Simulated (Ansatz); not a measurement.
System: Ba2WO5 (Pnma, No. 62; cell taken from a computed entry). Method: PBEsol (Ansatz, a program for electronic structure, PAW).

Run with plane-wave cutoff 520 eV, 6×6×4 k mesh (along the axes of the cell as run), Fermi–Dirac smearing 0.01 eV, no spin polarisation, scalar-relativistic PAW data made under PBE.

Cell (relaxed with PBEsol):

```
CELL_PARAMETERS angstrom
      7.36147     0.00000     0.00000
      0.00000     5.69126     0.00000
      0.00000     0.00000    11.43675
ATOMIC_POSITIONS crystal
  Ba 0.67777 0.75000 0.08417
  Ba 0.32223 0.25000 0.91583
  Ba 0.82223 0.25000 0.58417
  Ba 0.17777 0.75000 0.41583
  Ba 0.52305 0.25000 0.28601
  Ba 0.47695 0.75000 0.71399
  Ba 0.97695 0.75000 0.78601
  Ba 0.02305 0.25000 0.21399
  W  0.82089 0.25000 0.93439
  W  0.17911 0.75000 0.06561
  W  0.67911 0.75000 0.43439
  W  0.32089 0.25000 0.56561
  O  0.17392 0.00790 0.61416
  O  0.82608 0.99210 0.38584
  O  0.32608 0.99210 0.11416
  O  0.67392 0.00790 0.88584
  O  0.67392 0.49210 0.88584
  O  0.32608 0.50790 0.11416
  O  0.82608 0.50790 0.38584
  O  0.17392 0.49210 0.61416
  O  0.77498 0.75000 0.59253
  O  0.22502 0.25000 0.40747
  O  0.72502 0.25000 0.09253
  O  0.27498 0.75000 0.90747
  O  0.00000 0.50000 0.00000
  O  0.50000 0.50000 0.50000
  O  0.50000 0.00000 0.50000
  O  0.00000 0.00000 0.00000
  O  0.97352 0.25000 0.80391
  O  0.02648 0.75000 0.19609
  O  0.52648 0.75000 0.30391
  O  0.47352 0.25000 0.69609
```

Q: Predict the band gap, smallest direct gap on the k points sampled and direct gap at Γ.

A: 
band gap: 2.85 eV
smallest direct gap on the k points sampled: 2.94 eV
direct gap at Γ: 3.05 eV

Spin–orbit coupling is not included.

Static lattice: no zero-point or thermal effects.

Computing time: about 11 core-minutes (a rough figure).
